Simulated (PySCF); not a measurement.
Mayer bond orders and bond lengths

C4H7P.
Atom-mapped SMILES: `[CH:1]#[C:2][CH2:3][PH:4][CH3:5]` (hydrogens: H6 on C1; H7, H8 on C3; H9 on P4; H10, H11, H12 on C5)

Structure used (GFN2-xTB), in Å, numbered top down from 1:
```
atom  x, y, z in Å
C1     1.845    1.228    0.655
C2     1.370    0.149    0.441
C3     0.750   -1.115    0.140
P4    -0.695   -0.954   -1.047
C5    -1.683    0.305   -0.117
H6     2.290    2.155    0.862
H7     0.376   -1.586    1.055
H8     1.478   -1.790   -0.321
H9    -0.057   -0.026   -1.884
H10   -2.443    0.713   -0.781
H11   -1.045    1.106    0.253
H12   -2.184   -0.183    0.718
```

Bond orders from the PBE0/pcSseg-1 density (PySCF). Geometry: GFN2-xTB, one conformer, isolated molecule.

(1) How far do the computed orders between heavy atoms stray from the drawn ones?

(2) Give the Mayer order of every bond between heavy atoms, beside its length.

## Answers

(1) The largest departure is 0.447, at C1–C2 (drawn triple, 2.553). Drawn double or triple, more than 0.30 short of the drawn order: C1–C2 (2.553).

(2) 
```tsv
bond	drawn as	length (Å)	Mayer order
C1–C2	triple	1.198	2.553
C2–C3	single	1.440	1.068
C3–P4	single	1.877	0.951
P4–C5	single	1.851	1.007
```

By pair of heavy elements: C–C: lowest C2–C3 (1.068, 1.440 Å), highest C1–C2 (2.553, 1.198 Å). C–P: lowest C3–P4 (0.951, 1.877 Å), highest P4–C5 (1.007, 1.851 Å).

Question: And the bonds to hydrogen?

Answer: C–H: 0.91 to 1.14 (6 bonds); H–P: 0.94 (1 bond).

Question: Sum the orders of all bonds at each heavy atom with more than one neighbour and set the sums beside the valence in the SMILES.

Answer: C1 3.694 (drawn 4), C2 3.621 (drawn 4), C3 3.849 (drawn 4), P4 2.896 (drawn 3), C5 3.864 (drawn 4). Orders between atoms that aren't bonded are not in these sums.

Mayer orders depend on the basis set.
